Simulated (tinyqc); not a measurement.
CCSD on RHF in the sto-6g basis, frozen core, for CH3-, spin multiplicity 1, step by step. The basis has no diffuse functions, so it cannot describe the extra electron: this is an exercise in the method, not the real anion. One step of it, computed by the program tinyqc.

Problem. CCSD: starting amplitudes. t_ij^ab = <ij||ab> / (e_i + e_j - e_a - e_b), whose energy is MP2.

orbital energies (hartree): MO1 -10.530336, MO2 -0.408231, MO3 -0.096438, MO4 -0.096236, MO5 0.219504, MO6 1.046753, MO7 1.212526, MO8 1.213022

Two-electron integrals over orbitals (pq|rs), unique and non-zero (hartree); the lowest 1 orbital is frozen and left out:
```
(22|22) 0.490406    (32|32) 0.124569    (33|22) 0.472305    (33|33) 0.524883
(42|22) 0.000015    (42|33) -0.068518   (42|42) 0.124532    (43|32) -0.068546
(43|43) 0.054471    (44|22) 0.472306    (44|33) 0.415938    (44|42) 0.068551
(44|44) 0.524900    (52|22) -0.005607   (52|33) -0.002586   (52|42) 6.97e-07
(52|44) -0.002584   (52|52) 0.082232    (53|32) -0.001646   (53|43) 0.002144
(53|53) 0.018419    (54|22) 1.28e-07    (54|33) 0.002142    (54|42) -0.001641
(54|44) -0.002142   (54|52) -0.000008   (54|54) 0.018418    (55|22) 0.523693
(55|33) 0.471869    (55|42) -0.000011   (55|44) 0.471864    (55|52) 0.021438
(55|54) -4.91e-06   (55|55) 0.675132    (62|22) 0.068916    (62|33) 0.035124
(62|42) -0.000009   (62|44) 0.035185    (62|52) -0.003391   (62|54) -0.000005
(62|55) 0.137052    (62|62) 0.081647    (63|32) -0.044751   (63|43) 0.044272
(63|53) 0.002834    (63|63) 0.063535    (64|22) -0.000063   (64|33) 0.044174
(64|42) -0.044601   (64|44) -0.044251   (64|52) -0.000008   (64|54) 0.002828
(64|55) -0.000122   (64|62) -0.000130   (64|64) 0.063384    (65|22) -0.011123
(65|33) -0.004409   (65|42) -0.000011   (65|44) -0.004421   (65|52) 0.071921
(65|54) -0.000026   (65|55) 0.003549    (65|62) -0.012979   (65|64) 0.000008
(65|65) 0.070899    (66|22) 0.477493    (66|33) 0.465625    (66|42) -0.000226
(66|44) 0.465363    (66|52) -0.014717   (66|54) 0.000006    (66|55) 0.509030
(66|62) 0.054980    (66|64) 0.000058    (66|65) -0.018890   (66|66) 0.488328
(72|22) 0.000096    (72|33) 0.019063    (72|42) 0.010619    (72|44) -0.018962
(72|52) -2.52e-06   (72|54) 0.004327    (72|55) 0.000159    (72|62) 0.000031
(72|64) 0.044133    (72|65) -0.000015   (72|66) 0.000067    (72|72) 0.053011
(73|32) 0.047876    (73|43) -0.023739   (73|53) -0.001807   (73|63) -0.030972
(73|73) 0.034172    (74|22) 0.067488    (74|33) 0.062471    (74|42) -0.047981
(74|44) 0.014791    (74|52) 0.007790    (74|54) 0.001810    (74|55) 0.121007
(74|62) 0.075810    (74|64) 0.030944    (74|65) -0.002056   (74|66) 0.047035
(74|72) 0.005426    (74|74) 0.110542    (75|22) -0.000009   (75|33) -0.004796
(75|42) 0.010273    (75|44) 0.004790    (75|52) 0.000077    (75|54) 0.018352
(75|55) 0.000006    (75|62) -0.000015   (75|64) -0.002907   (75|65) 0.000049
(75|66) -0.000037   (75|72) 0.003739    (75|74) -0.003764   (75|75) 0.025651
(76|22) -0.000008   (76|33) -0.059212   (76|42) 0.108822    (76|44) 0.059202
(76|52) -0.000017   (76|54) -0.001934   (76|55) -0.000024   (76|62) -0.000018
(76|64) -0.041248   (76|65) -0.000026   (76|66) -0.000234   (76|72) 0.009090
(76|74) -0.047596   (76|75) 0.009070    (76|76) 0.109201    (77|22) 0.507764
(77|33) 0.456803    (77|42) 0.024841    (77|44) 0.522298    (77|52) 0.004424
(77|54) -0.002291   (77|55) 0.547050    (77|62) 0.080985    (77|64) -0.034380
(77|65) -0.003021   (77|66) 0.505284    (77|72) -0.027230   (77|74) 0.077033
(77|75) 0.000691    (77|76) 0.022156    (77|77) 0.586648    (82|32) 0.010626
(82|43) 0.018992    (82|53) 0.004328    (82|63) 0.044133    (82|73) -0.005254
(82|82) 0.053003    (83|22) 0.067525    (83|33) 0.014890    (83|42) 0.047880
(83|44) 0.062448    (83|52) 0.007793    (83|54) -0.001811   (83|55) 0.121030
(83|62) 0.075825    (83|64) -0.031031   (83|65) -0.002065   (83|66) 0.046850
(83|72) -0.005225   (83|74) 0.045589    (83|75) 0.003756    (83|76) 0.047458
(83|77) 0.089487    (83|83) 0.110450    (84|32) 0.047900    (84|43) -0.023776
(84|53) -0.001811   (84|63) -0.031032   (84|73) 0.030576    (84|82) -0.005308
(84|84) 0.034222    (85|32) 0.010279    (85|43) -0.004797   (85|53) 0.018354
(85|63) -0.002921   (85|73) 0.003758    (85|82) 0.003740    (85|84) 0.003758
(85|85) 0.025655    (86|32) 0.108903    (86|43) -0.059289   (86|53) -0.001943
(86|63) -0.041468   (86|73) 0.047487    (86|82) 0.009030    (86|84) 0.047512
(86|85) 0.009077    (86|86) 0.109322    (87|32) -0.024505   (87|43) 0.032557
(87|53) 0.002285    (87|63) 0.034182    (87|73) -0.006005   (87|82) 0.027344
(87|84) -0.006041   (87|85) -0.000666   (87|86) -0.021926   (87|87) 0.034359
(88|22) 0.507794    (88|33) 0.522195    (88|42) -0.024619   (88|44) 0.456940
(88|52) 0.004426    (88|54) 0.002284    (88|55) 0.547090    (88|62) 0.080931
(88|64) 0.034129    (88|65) -0.003017   (88|66) 0.505418    (88|72) 0.027444
(88|74) 0.089410    (88|75) -0.000676   (88|76) -0.021997   (88|77) 0.517728
(88|83) 0.077213    (88|88) 0.586630
```

Give: Starting amplitudes; correlation energy.

Solution.

Starting amplitudes (spin orbitals 1a, 1b, ...; amplitudes related by a flip of all spins are not repeated; the 24 largest):
```
from      to       t
5a 5b  6a 6b  -0.043
4a 4b  7a 7b  -0.042
3a 3b  8a 8b  -0.042
2a 2b  6a 6b  -0.028
3a 3b  6a 6b  -0.028
4a 4b  6a 6b  -0.028
2a 4b  6a 7b  -0.027
2a 3b  6a 8b  -0.027
3a 4b  7b 8a   0.017
2a 2b  7a 7b  -0.016
2a 2b  8a 8b  -0.016
2a 4b  6b 7a   0.016
2a 3b  6b 8a   0.016
4a 4b  8a 8b  -0.013
3a 3b  7a 7b  -0.013
5a 5b  7a 7b  -0.013
5a 5b  8a 8b  -0.013
3a 4b  6a 8b   0.013
3a 4b  6b 8a  -0.013
3a 3b  6a 7b   0.013
4a 4b  6a 7b  -0.013
3a 4b  7a 8b  -0.012
2a 3a  6a 8a  -0.011
2a 4a  6a 7a  -0.011
```

correlation energy = -0.03999 hartree
